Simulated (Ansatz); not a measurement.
A made-up structure of CH2ClMg, doublet:

```xyz
5
angstrom
C -0.6242 0.6385 -0.4516
Mg 0.6447 -0.6595 0.4643
Cl -1.0960 0.3250 1.2253
H -1.0428 0.5056 -1.4505
H -0.9868 1.5707 -0.0154
```

It is relaxed with PBE-D4/def2-SVP and then PBE0-D4/def2-TZVP (Ansatz 0.2.0). Atoms count as bonded within 1.22 times the sum of their covalent radii (H–H: 0.88 Å). The end point is not checked to be a true minimum.

Task: Does its bonding change? (Judge from chemistry; the calculation decides.)

Result: The calculation gives: No: no bond forms or breaks.

Where it ends: The first stage lowers the energy by 2.78 eV in 10 steps. It ends as CH₂ClMg ([CH2]1[Mg][Cl]1):
```xyz
5
angstrom
C -0.6386 0.6719 -0.3191
Mg 0.9573 -0.5427 0.3363
Cl -1.5645 0.0980 1.1667
H -1.2565 0.3951 -1.1729
H -0.6027 1.7580 -0.2390
```

Labels in which every atom is bracketed show which atoms are joined, not bond orders.

For scale, one of the runs: PBE0-D4/def2-TZVP relaxation, 112 basis functions, launched by `ansatz run in.yaml --threads 2 --pin off --events-out ev --progress --plain --max-ram 4352MiB`. The run took about 17 s on 2 CPU threads of an AMD EPYC 9R45 (shared host).
